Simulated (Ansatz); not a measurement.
# P₂H+ (singlet): the correlation ladder, cc-pVTZ

An exercise on one series of results from a longer session: the logs are not shown, and one member is left open.

Computed with Ansatz 0.2.0, Gaussian basis. Level: cc-pVTZ, core rule «outside noble gas», up to 10 orbitals frozen.

The runs, in order: UHF; CCSD(T) on RHF; CCSD(T) on UHF; BCCD(T) on RHF; CCSDT(Q) on RHF; CCSDT(Q) on UHF; CASSCF and MRCISD+Q, 10 electrons in 9 orbitals; CASSCF and NEVPT2, 10 electrons in 9 orbitals.

3 further runs of the same task are left out: 3 set aside as unsound or not needed.

**What is computed**

The geometry is a PBE0/def2-TZVP stationary point (not a proven minimum) of the parent state, kept for this charge and spin.

3 atoms, charge 1, spin multiplicity 1.

Atoms are counted from 1 here; the program's logs count them from 0.

Bond lengths: P1–P2 1.991 Å, P1–H3 1.433 Å. Angles: P2–P1–H3 97.2°.

Set-up of the first run:

File in.yaml:

```yaml
crystal:
  periodic: [false, false, false]
  atoms:
    - {symbol: P, position_ang: [0.000000, -0.076741, 0.973875]}
    - {symbol: P, position_ang: [0.000000, 0.033358, -1.013963]}
    - {symbol: H, position_ang: [0.000000, 1.333150, 1.231888]}
basis:
  gaussian: {orbitals: cc-pVTZ}
total_charge: 1
magnetization: {spin_polarized: true, initial_magnetization: 0}
hamiltonian: {xc: hf}
output: {orbitals: {seedname: orbitals}}
```

On the command line:

```
ansatz run in.yaml --threads 1 --pin off --events-out ev --progress --plain --max-ram 3968MiB --backend cpu
```

Among the steps run: UHF; CCSD(T) on RHF; CCSD(T) on UHF; BCCD(T) on RHF; CCSDT(Q) on RHF; CCSDT(Q) on UHF; CASSCF and MRCISD+Q, 10 electrons in 9 orbitals; CASSCF and NEVPT2, 10 electrons in 9 orbitals.

One table of the session follows, with a row left open; its other results are not shown here.

It belongs to the step «Misses and costs». 

| method | from RCCSDT(Q) (kcal/mol) |
| --- | --- |
| RHF | +198.18 |
| UHF | +193.58 |
| RMP2 | +36.95 |
| UMP2 | +49.89 |
| RCCSD | +14.71 |
| UCCSD | +15.73 |
| RCCSD(T) | +2.45 |
| UCCSD(T) | +2.74 |
| BCCD(T) | +2.45 |
| RCCSDT | +1.47 |
| UCCSDT | +1.52 |
| RCCSDT(Q) | 0 |
| UCCSDT(Q) | -0.37 |
| CASSCF valence | ? |
| NEVPT2 valence | +30.45 |
| MRCISD valence | +13.46 |
| MRCISD+Q valence | +1.92 |

Estimate the missing values for CASSCF valence.

As computed: from RCCSDT(Q) (kcal/mol): +132.85. In the column «from RCCSDT(Q) (kcal/mol)» it lies between UMP2 (+49.89) and UHF (+193.58).

Caveats from the session: The determinant is far from a pure spin state, so its energy mixes those of several spin states (harmless only where they are near-degenerate, as at dissociation). Warnings: restricted reference is unstable; spin contamination; coupled cluster took another determinant than the lowest; large T1 diagnostic. Restricted and unrestricted rows rest on different reference determinants; where their highest levels disagree by more than a few hundredths of an eV, they describe different states and don't form one ladder.
